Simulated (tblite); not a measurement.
Compound: C6H7 (doublet state).
Cartesian coordinates in Å at the GFN2-xTB level; atoms count from 1:
```
atom  x, y, z in Å
C1    -2.106    0.241    0.051
C2    -1.063   -0.546    0.339
C3     0.291   -0.094    0.404
C4     1.532   -0.799    0.758
C5     1.544   -0.246   -0.568
C6     0.941    1.083   -0.262
H7    -1.979    1.281   -0.193
H8    -3.112   -0.138    0.054
H9    -1.225   -1.582    0.613
H10    1.633   -1.839    1.012
H11    1.635   -0.704   -1.539
H12    1.510    1.757    0.366
H13    0.395    1.587   -1.051
```

All values are computed: GFN2-xTB (tblite) harmonic vibrations without scaling, gas phase. Against measured fundamentals such values can be off by several per cent, at times by over 20. One conformer, not necessarily the lowest. Open shells enter through the occupations alone, without spin polarisation, and single modes of such species can be off by tens of per cent.

Harmonic wavenumbers (cm⁻¹): 132.6, 217.3, 263.6, 431.1, 466.8, 621.7, 675.0, 754.9, 785.3, 836.7, 838.9, 925.0, 942.6, 965.1, 980.7, 1028.3, 1055.5, 1085.7, 1110.7, 1204.3, 1284.2, 1334.3, 1385.3, 1451.3, 1504.8, 1615.3, 3039.8, 3041.6, 3043.9, 3066.5, 3092.4, 3111.5, 3141.5.

A = 8563, B = 2999, C = 2474 MHz; mass 79.055 u (most abundant isotopes); point group C1, symmetry number 1; spin multiplicity 2.

Question: What is the zero-point energy?

Answer: Half the sum of the wavenumbers: 22717 cm⁻¹ = 271.76 kJ/mol.

Question: What is S at 298.15 K and 1 bar for an ideal gas of classical rigid rotors and harmonic oscillators?

Answer: Translation 163.36, rotation 108.90, vibration 44.29, spin (R ln 2) 5.76: S = 322.3 J/(mol K).

Question: And Cp and H(298.15 K) − H(0)?

Answer: Cp = 101.97 J/(mol K), of which vibrations give 68.71 (their classical limit is 33 R = 274.4); H(298.15 K) − H(0) = 18.16 kJ/mol without the zero-point energy, 8.24 from vibrations.

Question: Which modes carry the vibrational entropy at 298.15 K?

Answer: 132.6 cm⁻¹: 12.17; 217.3 cm⁻¹: 8.29; 263.6 cm⁻¹: 6.85; 431.1 cm⁻¹: 3.58; 466.8 cm⁻¹: 3.12; 621.7 cm⁻¹: 1.73 J/(mol K); the other 27 give 8.55 together.

Question: How do the functions run with temperature in this model?

Answer: 
```csv
T (K),S (J/(mol K)),Cp (J/(mol K)),H − H(0) (kJ/mol),G − H(0) (kJ/mol),ln q(vib)
100,248.5,47.5,3.81,-21.04,0.23
200,288.3,71.3,9.69,-47.97,1.00
300,323.0,102.6,18.35,-78.54,2.02
500,389.4,158.9,44.83,-149.85,4.54
800,476.3,209.8,100.90,-280.12,8.73
1000,525.5,231.2,145.10,-380.40,11.47
```

q(vib) and H(0) count from the zero-point level.

Question: Blend soft modes into free rotors: weight 1/[1 + (100 cm⁻¹/ν̃)⁴] for the oscillator and the rest for a rotor with moment μB/(μ + B), μ = h/(8π²ν), B = 10⁻⁴⁴ kg m². What vibrational entropy results?

Answer: 44.01 J/(mol K) in place of 44.29, which changes −T·S at 298.15 K by +0.08 kJ/mol.

Hindered rotation and anharmonicity are outside this model. Other conformers, if any are populated, would add a mixing term that is left out. The structure is chiral; the term R ln 2 for an equal mix with its mirror image is left out.

The run took 0.26 s on an AMD EPYC 7B13 with one thread, no GPU, on a shared host. The figure is for the frequency step alone.
